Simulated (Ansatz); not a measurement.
Input file:

```yaml
crystal:
  periodic: [false, false, false]
  atoms:
    - {symbol: Al, position_ang: [0.000000, 0.000000, 1.272856]}
    - {symbol: Mg, position_ang: [0.000000, 0.000000, -1.468106]}
    - {symbol: H, position_ang: [0.000000, 1.336907, 2.155645]}
    - {symbol: H, position_ang: [0.000000, -1.336907, 2.155645]}
    - {symbol: H, position_ang: [0.000000, 0.000000, -2.983106]}
basis:
  gaussian: {orbitals: 6-31G}
correlation: {method: fic_nevpt4_sd, electrons: valence, active_space: {window: {electrons: 2, orbitals: 5}}}
accuracy: high
scf: {lower_state_search: off}
```

```sh
$ ansatz run in.yaml --threads 1 --pin off --events-out ev --progress --plain --max-ram 2393MiB
```

Q: Roughly how long does this take on 1 thread of INTEL XEON PLATINUM 8581C, shared host, and how much host memory?

A: 1.2 s wall and 0.16 GiB.

```
these checks for a lower state are left out or cut short: stability, starts, cluster_reference, orbital_swaps, neighbouring_geometries, increment
711 factors; integrals over basis functions are off by at most 3.7e-9 eV
mean field evaluation 1: about -12058.4445 eV, gradient 8.8e0 eV
mean field evaluation 2: about -12058.4734 eV, gradient 8.9e0 eV
mean field evaluation 4: about -12059.1391 eV, gradient 3.6e-1 eV
mean field evaluation 8: about -12059.1402 eV, gradient 1.6e-4 eV
mean field -12059.14015494 eV, -443.1652267154 hartree, gradient 1.9e-8 eV, S^2 0.000000; 0 other end points of the search recorded, 0 dependent functions left out
reference -12059.14015494 eV, -443.1652267154 hartree; 14, 14 occupied and 18, 18 virtual orbitals, 711 factors
state -12059.53455948 eV, -443.1797208146 hartree
state -12059.53455948 eV, -443.1797208146 hartree; corrected -12061.30149671 eV, -443.2446545603 hartree
Total energy: -12061.30149671 eV, -443.2446545603 hartree
Checks for a lower state left out: stability, starts, cluster_reference, orbital_swaps, neighbouring_geometries, increment
```

Natural occupations: 1.9542 0.0180 0.0150 0.0093 0.0035.
